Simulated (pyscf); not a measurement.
H₃C–O• + OH• → H₃C–OH + O [triplet] (substitution at C; triplet surface; C–O broken, C–O formed). Optimised with ωB97X-D3(BJ)/def2-SVP in PySCF. MP2 and CC: frozen core, UHF for open shells. ΔMP2 is the change of the MP2 total energy from the triple- to the quadruple-zeta basis. Energies in eV from the separated reactants.

```json
[
 {"level": "PBE/def2-TZVP", "barrier": "1.03", "reaction energy": "+0.12"},
 {"level": "r²SCAN/def2-TZVP", "barrier": "1.35", "reaction energy": "+0.10"},
 {"level": "B3LYP-D3(BJ)/def2-TZVP", "barrier": "___", "reaction energy": "-0.01"},
 {"level": "HF/def2-TZVP", "barrier": "2.72", "reaction energy": "-0.44"},
 {"level": "MP2/def2-QZVPP", "barrier": "1.95", "reaction energy": "-0.49"},
 {"level": "CCSD(T)/def2-TZVPP", "barrier": "1.70", "reaction energy": "-0.32"},
 {"level": "CCSD(T)/def2-TZVPP + ΔMP2(QZVPP)", "barrier": "___", "reaction energy": "___"}
]
```

### Question
What belongs in the gaps?

### Answer

- B3LYP-D3(BJ)/def2-TZVP, barrier: 1.50
- CCSD(T)/def2-TZVPP + ΔMP2(QZVPP), barrier: 1.68
- CCSD(T)/def2-TZVPP + ΔMP2(QZVPP), reaction energy: -0.30

On the reactant side the descent ends in a complex (not fully relaxed), 0.23 eV under the separated species and 2.00 eV under the saddle at ωB97X-D3(BJ)/def2-TZVP. Abstraction by the radical was not located in this set and often lies lower. H₃C–O• + OH• also meet on a surface of lower spin, which isn't treated here. H₃C–O• lies 0.30 eV over its isomer •H₂C–OH (electronic energy, ωB97M-D3(BJ)). One saddle was located; it need not be the lowest between these sides. The angle at the attacked C is 164°. The CCSD(T) − MP2 part came from Ansatz, without density fitting, on the same reference. A UHF reference is spin-contaminated (<S²> up to 2.20), which harms MP2 most. Left out: the spin-orbit lowering of OH, O.
